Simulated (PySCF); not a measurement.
PySCF input file for chloromethane cation (CH3Cl), SMILES CCl (connectivity only; charge and spin as stated), charge +1, multiplicity 2, B3LYP/pcH-1. Geometry: PBE-D3(BJ)/def2-TZVP. The geometry has at least one imaginary mode, so it is a saddle point at that level. The multiplicity is an assumed one; other spin states were not compared.

```python
import numpy as np
from pyscf import gto, scf, dft
from pyscf.prop.hfc import uks as hfc
from pyscf.prop.gtensor import uks as gtensor

mol = gto.M(
    atom='''
    C    -1.08601463   -0.03065481    0.00000000
    Cl    0.63697534   -0.00088074    0.00000000
    H    -1.46927913   -0.43560628    0.95058503
    H    -1.37393476    1.07011396    0.00000000
    H    -1.46927913   -0.43560628   -0.95058503
    ''',
    basis='pcH-1',
    charge=1,
    spin=1,
    max_memory=1600,
    verbose=3,
)
mf = dft.UKS(mol, xc='b3lyp')
mf.grids.level = 3
mf.conv_tol = 1e-10
mf.max_cycle = 100
mf.kernel()
fine, coarse = mf.grids, dft.Grids(mol).set(level=1).build(with_non0tab=True)
for _ in range(3):  # follow internal instabilities
    mf.grids = coarse
    mo, _, stable, _ = mf.stability(return_status=True, nroots=4)
    mf.grids = fine
    if stable:
        break
    mf.kernel(mf.make_rdm1(mo, mf.mo_occ))
A = hfc.HFC(mf).make_fcdip(mf.make_rdm1())  # Fermi contact and dipolar terms, MHz
print('atom   A(iso)/MHz   principal dipolar parts/MHz')
for i, a in enumerate(A):
    w = np.linalg.eigvalsh((a + a.T) / 2)
    print(f'{mol.atom_symbol(i):2s}{i + 1:3d} {w.mean():12.2f}', (w - w.mean()).round(2))
gt = gtensor.GTensor(mf)
gt.dia_soc2e, gt.para_soc2e, gt.so_eff_charge = None, None, True
gt.max_cycle_cphf = 60
g = gt.kernel()
```

Log of the run:

```

WARN: HOMO -0.328690856568211 >= LUMO -0.328690856568221

converged SCF energy = -499.705002275621  <S^2> = 0.75268067  2S+1 = 2.0026789
<class 'pyscf.dft.uks.UKS'> wavefunction is stable in the internal stability analysis
atom   A(iso)/MHz   principal dipolar parts/MHz
C   1       -22.44 [-15.22 -13.28  28.5 ]
Cl  2        23.55 [-144.26 -141.1   285.36]
H   3        61.38 [-7.37 -5.44 12.81]
H   4       348.65 [-12.78  -7.55  20.33]
H   5        61.38 [-7.37 -5.44 12.81]
SOC(1e)/OZ [4.51970300e-01 6.40683369e-05 3.80338932e-02]
free electron g 2.00231930436182
g-tensor total [2.45421718 2.0021945  2.04023278]
g-shift (ppt) [ 4.51897880e+02 -1.24802667e-01  3.79134706e+01]
```

The calculation finished and met its thresholds.

Cost: about 27 core-seconds (a rough figure).
